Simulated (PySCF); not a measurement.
**Bond length, frequency and bond energy of BN by level of theory**

State: ³Π (triplet), unpaired electrons σ ↑, π ↑. Set-up: PySCF, no relativity, basis sets B cc-pVTZ, N cc-pVTZ. De refers to B + N in their high-spin ground configurations, without counterpoise correction. The functionals are run spin-unrestricted. A positive dipole means B(−)N(+). Levels whose curve was spin-contaminated or gave no clean fit are not listed.

```csv
Level,Re (Å),ωe (cm⁻¹),De (eV),μ (D),"CPU s a point (SCF and correlation, without the integrals)"
UHF,1.290,1765,2.27,-2.65,0.4
UHF-CCSD,1.324,1574,3.94,n/a,n/a
UHF-CCSD(T),1.334,1528,4.19,n/a,8.3
PBE,1.334,1513,5.30,-1.76,0.81
revPBE,1.339,1497,5.01,-1.75,0.46
r²SCAN,1.322,1570,4.90,-2.05,0.85
TPSSh,1.327,1543,4.68,-1.91,1.1
PBE0,1.317,1595,4.80,-2.07,1.4
BHandHLYP,1.302,1654,4.24,-2.33,0.69
LC-ωPBE,1.307,1660,4.75,-2.25,1.1
```

The bond length runs from 1.290 Å (UHF) to 1.339 Å (revPBE). De spans 2.27 eV (UHF, mean field) to 5.30 eV (PBE, GGA). Correlation at CCSD(T) changes the Hartree–Fock bond energy by +1.92 eV; the triples alone change it by +0.25 eV.

Correlated steps freeze 2 core orbitals. The CCSD T1 diagnostic is raised, a sign that a single reference may not be enough here. The state was picked by a PBE0 search and need not be the measured ground state.

The whole job (state search and all levels along the bond) took about 3 min on 1 thread of Intel Xeon Platinum 8259CL @ 2.50GHz (shared host), peak memory 1.1 GiB.
